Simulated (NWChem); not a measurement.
System: SiH$_{3}$, doublet; SMILES [SiH3]

Input file for NWChem:

```
start job
memory heap 200 mb stack 900 mb global 1100 mb
geometry units angstroms noautosym nocenter noautoz
  Si     0.000000     0.000000     0.155778
  H      0.389128     1.361534    -0.295000
  H      0.984558    -1.017762    -0.295000
  H     -1.373687    -0.343772    -0.295000
end
basis spherical
  * library def2-svpd
end
dft
  odft
  mult 2
  xc xpbe96 cpbe96
  iterations 150
end
tddft
  cis
  nroots 6
end
task tddft energy
```

Parts of the log:

```
             Northwest Computational Chemistry Package (NWChem) 7.3.0
             --------------------------------------------------------

                             Geometry "geometry" -> ""
                             -------------------------

 Output coordinates in angstroms (scale by  1.889725989 to convert to a.u.)

  No.       Tag          Charge          X              Y              Z
 ---- ---------------- ---------- -------------- -------------- --------------
    1 Si                  14.0000     0.00000000     0.00000000     0.15577800
    2 H                    1.0000     0.38912800     1.36153400    -0.29500000
    3 H                    1.0000     0.98455800    -1.01776200    -0.29500000
    4 H                    1.0000    -1.37368700    -0.34377200    -0.29500000

 Effective nuclear repulsion energy (a.u.)      15.6031484673

  pbe96 is a nonlocal functional; adding pw91lda local functional.

                                 NWChem DFT Module
                                 -----------------

 Summary of "ao basis" -> "ao basis" (spherical)
 ------------------------------------------------------------------------------
       Tag                 Description            Shells   Functions and Types
 ---------------- ------------------------------  ------  ---------------------
 Si                        def2-svpd                10       24   5s3p2d
 H                         def2-svpd                 4        8   2s2p

            General Information
            -------------------
          SCF calculation type: DFT
          Wavefunction type:  spin polarized.
          No. of atoms     :     4
          No. of electrons :    17
           Alpha electrons :     9
            Beta electrons :     8
          Charge           :     0
          Spin multiplicity:     2
          Use of symmetry is: off; symmetry adaption is: off
          Maximum number of iterations: 150
          AO basis - number of functions:    48
                     number of shells:    22
          Convergence on energy requested:  1.00D-06
          Convergence on density requested:  1.00D-05
          Convergence on gradient requested:  5.00D-04

              XC Information
              --------------
          PerdewBurkeErnzerhof Exchange Functional  1.000
            Perdew 1991 LDA Correlation Functional  1.000 local
           PerdewBurkeErnz. Correlation Functional  1.000 non-local

             Grid Information
             ----------------
          Grid used for XC integration:  medium
          Radial quadrature: Mura-Knowles
          Angular quadrature: Lebedev.
          Tag              B.-S. Rad. Rad. Pts. Rad. Cut. Ang. Pts.
          ---              ---------- --------- --------- ---------
          Si                  1.10       88           7.0       590
          H                   0.35       45           8.0       434
          Grid pruning is: on
          Number of quadrature shells:   223
          Spatial weights used:  Erf1

      Superposition of Atomic Density Guess
      -------------------------------------

 Sum of atomic energies:        -290.23671012

      Non-variational initial energy
      ------------------------------

 Total energy =    -290.326068
 1-e energy   =    -432.675460
 2-e energy   =     126.746244
 HOMO         =      -0.140952
 LUMO         =       0.070172

   convergence    iter        energy       DeltaE   RMS-Dens  Diis-err
 ---------------- ----- ----------------- --------- --------- ---------
 d= 0,ls=0.0,diis     1   -290.9605479697 -3.07D+02  8.85D-03  2.60D-02
                                                     4.26D-03  2.20D-02
 d= 0,ls=0.0,diis     2   -290.9716622513 -1.11D-02  3.50D-03  3.17D-03
                                                     2.35D-03  3.07D-03
 d= 0,ls=0.0,diis     3   -290.9739619628 -2.30D-03  1.17D-03  1.06D-03
                                                     7.51D-04  8.26D-04
 d= 0,ls=0.0,diis     4   -290.9746937844 -7.32D-04  6.77D-05  2.44D-06
                                                     1.01D-04  5.58D-06
 d= 0,ls=0.0,diis     5   -290.9746977841 -4.00D-06  4.54D-05  9.54D-07
                                                     1.43D-05  4.15D-07
 d= 0,ls=0.0,diis     6   -290.9746985228 -7.39D-07  9.70D-06  3.46D-08
                                                     6.14D-06  3.09D-08

         Total DFT energy =     -290.974698522769
      One electron energy =     -433.455288002816
           Coulomb energy =      148.666046761352
    Exchange-Corr. energy =      -21.788605748633
 Nuclear repulsion energy =       15.603148467328

 Numeric. integr. density =       16.999990780131

                    DFT Final Alpha Molecular Orbital Analysis
                    ------------------------------------------

 Vector    7  Occ=1.000000D+00  E=-3.201500D-01
              MO Center=  3.6D-01,  3.1D-01, -1.5D-01, r^2= 2.1D+00
   Bfn.  Coefficient  Atom+Function         Bfn.  Coefficient  Atom+Function
  ----- ------------  ---------------      ----- ------------  ---------------
    25      0.364855  2 H  s                 13      0.327042  1 Si py
    10      0.306770  1 Si py                33     -0.277231  3 H  s
     7     -0.175933  1 Si py                41     -0.087625  4 H  s
    26      0.074991  2 H  s                 34     -0.056982  3 H  s
    15      0.040038  1 Si d -2              19     -0.035297  1 Si d  2

 Vector    8  Occ=1.000000D+00  E=-3.201499D-01
              MO Center= -3.6D-01, -3.1D-01, -1.5D-01, r^2= 2.1D+00
   Bfn.  Coefficient  Atom+Function         Bfn.  Coefficient  Atom+Function
  ----- ------------  ---------------      ----- ------------  ---------------
    41      0.370709  4 H  s                 12     -0.327042  1 Si px
     9     -0.306770  1 Si px                33     -0.261240  3 H  s
     6      0.175933  1 Si px                25     -0.109470  2 H  s
    42      0.076195  4 H  s                 34     -0.053695  3 H  s
    19      0.040039  1 Si d  2              15      0.035297  1 Si d -2

 Vector    9  Occ=1.000000D+00  E=-1.941544D-01
              MO Center= -5.1D-07,  8.3D-07,  5.0D-01, r^2= 2.2D+00
   Bfn.  Coefficient  Atom+Function         Bfn.  Coefficient  Atom+Function
  ----- ------------  ---------------      ----- ------------  ---------------
    14      0.574568  1 Si pz                11      0.414095  1 Si pz
     3      0.235896  1 Si s                  8     -0.217459  1 Si pz
     2      0.134667  1 Si s                 25     -0.112194  2 H  s
    33     -0.112193  3 H  s                 41     -0.112194  4 H  s
     4      0.085317  1 Si s                 17      0.037594  1 Si d  0

 Vector   10  Occ=0.000000D+00  E=-4.035942D-03
              MO Center= -5.2D-07,  4.5D-07,  8.3D-02, r^2= 7.4D+00
   Bfn.  Coefficient  Atom+Function         Bfn.  Coefficient  Atom+Function
  ----- ------------  ---------------      ----- ------------  ---------------
     4      3.217251  1 Si s                  5     -2.606042  1 Si s
    26     -0.486666  2 H  s                 34     -0.486666  3 H  s
    42     -0.486666  4 H  s                 14     -0.392824  1 Si pz
     3      0.348705  1 Si s                  2      0.252644  1 Si s
    22      0.109042  1 Si d  0              25     -0.095748  2 H  s

 Vector   11  Occ=0.000000D+00  E= 6.944553D-03
              MO Center=  1.2D-01,  2.5D-01,  2.8D-01, r^2= 4.1D+00
   Bfn.  Coefficient  Atom+Function         Bfn.  Coefficient  Atom+Function
  ----- ------------  ---------------      ----- ------------  ---------------
    12      0.391128  1 Si px                23     -0.308293  1 Si d  1
    20      0.306442  1 Si d -2               9      0.236537  1 Si px
    24      0.228804  1 Si d  2              41      0.195143  4 H  s
    33     -0.176929  3 H  s                 15      0.128682  1 Si d -2
    42      0.118086  4 H  s                  6     -0.116738  1 Si px

[...]

                                NWChem TDDFT Module
                                -------------------

            General Information
            -------------------
           No. of orbitals :      96
            Alpha orbitals :      48
             Beta orbitals :      48
        Alpha frozen cores :       0
         Beta frozen cores :       0
     Alpha frozen virtuals :       0
      Beta frozen virtuals :       0
         Spin multiplicity :       2
    Number of AO functions :      48
        Use of symmetry is : off
      Symmetry adaption is : off
         Schwarz screening :  0.10D-07

              XC Information
              --------------
   PerdewBurkeErnzerhof Exchange Functional   1.00
     Perdew 1991 LDA Correlation Functional   1.00 local
    PerdewBurkeErnz. Correlation Functional   1.00 non-local

             TDDFT Information
             -----------------
          Calculation type : Tamm-Dancoff TDDFT
         Wavefunction type : Unrestricted
          No. of electrons :      17
           Alpha electrons :       9
            Beta electrons :       8
              No. of roots :       6
          Max subspacesize :    5200
            Max iterations :     100
               Target root :       1
           Target symmetry : none
      Symmetry restriction : off
                 Algorithm : Optimal
        Davidson threshold :  0.10D-03

    6 smallest eigenvalue differences (eV)
--------------------------------------------------------
  No. Spin  Occ  Vir  Irrep   E(Occ)    E(Vir)   E(Diff)
--------------------------------------------------------
    1    2    8    9 a        -0.314    -0.127     5.091
    2    2    7    9 a        -0.314    -0.127     5.091
    3    1    9   10 a        -0.194    -0.004     5.173
    4    1    9   11 a        -0.194     0.007     5.472
    5    1    9   12 a        -0.194     0.007     5.472
    6    1    9   13 a        -0.194     0.035     6.222
--------------------------------------------------------

  Entering Davidson iterations
  Unrestricted

  Iter   NTrls   NConv    DeltaV     DeltaE      Time
  ----  ------  ------  ---------  ---------  ---------
    1      6       0     0.58E-01   0.10+100        0.7
    2     12       0     0.12E-01   0.79E-02        0.8
    3     18       0     0.19E-02   0.21E-03        0.8
    4     24       3     0.29E-03   0.54E-05        0.8
    5     27       6     0.58E-04   0.11E-06        0.5
  ----  ------  ------  ---------  ---------  ---------
  Convergence criterion met

  Ground state a        -290.974698522769 a.u.
  <S2> =   0.7526

  ----------------------------------------------------------------------------
  Root   1         a              0.184176600 a.u.                5.0117 eV
  <S2> =   0.7702
  ----------------------------------------------------------------------------
     Transition Moments    X  0.16471   Y  0.09711   Z  0.00000
     Dipole Oscillator Strength                    0.0044890291
     Electric Quadrupole                           0.0000000393
     Magnetic Dipole                               0.0000013908
     Total Oscillator Strength                     0.0044904592

     Occ.    9 alpha a   ---  Virt.   11 alpha a       -0.13093
     Occ.    9 alpha a   ---  Virt.   12 alpha a       -0.11635
     Occ.    7 beta  a   ---  Virt.    9 beta  a       -0.18092
     Occ.    8 beta  a   ---  Virt.    9 beta  a       -0.96201
  ----------------------------------------------------------------------------
  Root   2         a              0.184176783 a.u.                5.0117 eV
  <S2> =   0.7702
  ----------------------------------------------------------------------------
     Transition Moments    X -0.09711   Y  0.16471   Z -0.00001
     Dipole Oscillator Strength                    0.0044890758
     Electric Quadrupole                           0.0000000393
     Magnetic Dipole                               0.0000013908
     Total Oscillator Strength                     0.0044905059

     Occ.    9 alpha a   ---  Virt.   11 alpha a        0.11635
     Occ.    9 alpha a   ---  Virt.   12 alpha a       -0.13093
     Occ.    7 beta  a   ---  Virt.    9 beta  a       -0.96201
     Occ.    8 beta  a   ---  Virt.    9 beta  a        0.18092
  ----------------------------------------------------------------------------
  Root   3         a              0.188101369 a.u.                5.1185 eV
  <S2> =   0.7601
  ----------------------------------------------------------------------------
     Transition Moments    X -0.00000   Y -0.00000   Z -0.46179
     Dipole Oscillator Strength                    0.0267413361
     Electric Quadrupole                           0.0000000209
     Magnetic Dipole                               0.0000000000
     Total Oscillator Strength                     0.0267413570

     Occ.    9 alpha a   ---  Virt.   10 alpha a       -0.99702
     Occ.    6 beta  a   ---  Virt.    9 beta  a        0.05629
  ----------------------------------------------------------------------------
  Root   4         a              0.201110378 a.u.                5.4725 eV
  <S2> =   0.7594
  ----------------------------------------------------------------------------
     Transition Moments    X  0.41775   Y -0.23059   Z -0.00000
     Dipole Oscillator Strength                    0.0305272478
     Electric Quadrupole                           0.0000000566
     Magnetic Dipole                               0.0000003092
     Total Oscillator Strength                     0.0305276137

     Occ.    9 alpha a   ---  Virt.   11 alpha a       -0.92866
     Occ.    9 alpha a   ---  Virt.   12 alpha a        0.29807
     Occ.    9 alpha a   ---  Virt.   14 alpha a       -0.06692
     Occ.    7 beta  a   ---  Virt.    9 beta  a       -0.13427
     Occ.    8 beta  a   ---  Virt.    9 beta  a        0.11766
  ----------------------------------------------------------------------------
  Root   5         a              0.201110465 a.u.                5.4725 eV
  <S2> =   0.7594
  ----------------------------------------------------------------------------
     Transition Moments    X  0.23060   Y  0.41775   Z  0.00000
     Dipole Oscillator Strength                    0.0305275188
     Electric Quadrupole                           0.0000000566
     Magnetic Dipole                               0.0000003092
     Total Oscillator Strength                     0.0305278846

     Occ.    9 alpha a   ---  Virt.   11 alpha a       -0.29807
     Occ.    9 alpha a   ---  Virt.   12 alpha a       -0.92866
     Occ.    9 alpha a   ---  Virt.   15 alpha a        0.06692
     Occ.    7 beta  a   ---  Virt.    9 beta  a        0.11766
     Occ.    8 beta  a   ---  Virt.    9 beta  a        0.13427
  ----------------------------------------------------------------------------
  Root   6         a              0.228143717 a.u.                6.2081 eV
  <S2> =   0.7646
  ----------------------------------------------------------------------------
     Transition Moments    X  0.00000   Y -0.00000   Z  1.03981
     Dipole Oscillator Strength                    0.1644474162
     Electric Quadrupole                           0.0000000173
     Magnetic Dipole                               0.0000000000
     Total Oscillator Strength                     0.1644474334

     Occ.    9 alpha a   ---  Virt.   13 alpha a        0.98444
     Occ.    6 beta  a   ---  Virt.    9 beta  a        0.13578

              Target root =      1
          Target symmetry = none
      Ground state energy =   -290.974698522769
        Excitation energy =      0.184176599692
     Excited state energy =   -290.790521923076

  stored tddft:energy   -290.79052192307637
```

Level: PBE/def2-SVPD, spin-unrestricted, TDA. In the optimisation the excess spin sits in a (C3, its own frame). Geometry: optimised at PBE0-D3(BJ)/def2-TZVP, spin-unrestricted. No stability test was run on the SCF state.
